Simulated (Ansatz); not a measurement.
**CCSD(T) against full CI for several species**

Each species is computed at the geometry given (Å), with frozen cores, in Ansatz 0.2.0: RHF-CCSD(T) for singlets, UHF-CCSD(T) otherwise, and full CI in the same basis. The program picks the determinant by trial CCSD, so it needn't be the lowest Hartree–Fock solution. States: AlP Σ⁺ or Δ, HAlP A'', InH3 A'. Cases whose determinant has another symmetry than full CI's state, or whose (Q) step broke down, weren't drawn. No spin–orbit coupling is included; scalar relativity enters only through core potentials past Kr.

Judging by size, spin and bonding, rank them by the size of CCSD(T)'s error in total energy against full CI in the same basis, smallest first (an estimate).
A. AlP, singlet, 6-31G: Al 0.000 0.000 0.000; P 0.000 0.000 1.681
B. InH₃, singlet, def2-SVP: In 0.000 0.017 -0.038; H 0.000 -1.726 -0.277; H 0.385 -0.107 2.329; H -0.385 -0.107 2.329
C. HAlP, quartet, 6-31G: Al 0.000 -0.110 1.237; P 0.000 0.049 -1.144; H 0.000 1.424 2.057

B (9.5 meV), C (19.1 meV), A (42.2 meV).

| species | basis | correlated electrons | CCSD(T) − full CI (meV) | CCSDT(Q) − full CI (meV) | unpaired electrons (full CI) | T1 | ⟨S²⟩ of the determinant |
| --- | --- | --- | --- | --- | --- | --- | --- |
| InH3, singlet | def2-SVP | 6 | 9.5 | 0.2 | 0.07 | 0.011 | 0.00 |
| HAlP, quartet | 6-31G | 9 | 19.1 | -0.2 | 3.03 | 0.022 | 3.77 |
| AlP, singlet | 6-31G | 8 | 42.2 | -1.8 | 0.32 | 0.033 | 0.00 |

Unpaired electrons are Σ n²(2−n)² over natural occupations; an open shell counts its own unpaired electrons too. Frozen cores follow each run's orbitals, which moves totals by a few meV.
